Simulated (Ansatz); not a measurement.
Consider the interaction energy of a dimer with the counterpoise correction of CHNO, SMILES N#CO (Ansatz 0.2.0, Python API).

The script, `dimer_chno.py`:
```python
import ansatz as az

config = {
    'basis_set': 'def2-SVP',
    'xc': 'b3lyp',
}

FIRST = [
    ('N', (-1.3242, -0.1965, 0.8911)),
    ('C', (-0.4708, 0.1255, 0.2141)),
    ('O', (0.5502, 0.4162, -0.5524)),
    ('H', (1.2448, -0.3452, -0.5527)),
]
SECOND = [
    ('N', (4.4762, -1.1937, -0.8292)),
    ('C', (3.732, -0.6554, -0.1608)),
    ('O', (2.9434, 0.0086, 0.6465)),
    ('H', (3.4852, 0.5999, 1.2939)),
]

def energy(atoms, ghosts=()):
    molecule = az.Crystal.molecule()
    for symbol, xyz in atoms:
        molecule = molecule.atom(symbol, xyz)
    calc = (
        molecule.calculation()
        .basis(gaussian=config['basis_set'])
        .functional(config['xc'])
    )
    deck = calc.input()
    if ghosts:
        deck = deck.set(az.key.basis.gaussian.ghost_atoms, [{'symbol': s, 'position_ang': list(xyz)} for s, xyz in ghosts])
    return az.Session.from_dict(deck).plan().execute().report['free_energy_ev']

both = energy(FIRST + SECOND)
alone = energy(FIRST) + energy(SECOND)
ghosted = energy(FIRST, SECOND) + energy(SECOND, FIRST)
print(f'dimer {both:.6f} eV')
print(f'interaction, uncorrected   {96.485332 * (both - alone):8.3f} kJ/mol')
print(f'interaction, counterpoise  {96.485332 * (both - ghosted):8.3f} kJ/mol')
print(f'basis-set superposition    {96.485332 * (alone - ghosted):8.3f} kJ/mol')
```

How large is the interaction at this pose, and how much of it is basis-set superposition?

Uncorrected it is 0.227 kJ/mol, with the counterpoise correction 6.046 kJ/mol; the difference, 5.82 kJ/mol, is the superposition error. In this basis both values are repulsive.

The run itself:

```console
$ python dimer_chno.py
dimer -9170.482786 eV
interaction, uncorrected      0.227 kJ/mol
interaction, counterpoise     6.046 kJ/mol
basis-set superposition       5.819 kJ/mol
```

Total energies depend on the basis set; only differences at equal settings carry meaning. The dimer is a generated trial pose of unrelaxed monomers, not a minimum, so the figure is no binding energy, and the basis set is small. b3lyp holds the VWN-RPA fit, as in Gaussian; the form of ORCA and Turbomole is b3lyp5. This level lacks the dispersion part of the attraction (electrostatics and induction are there), which can decide the sign where the interaction is weak. The whole script took 3.8 s on 1 thread of Intel(R) Xeon(R) Processor @ 2.30GHz, with other jobs on the host, peak memory 0.27 GiB.
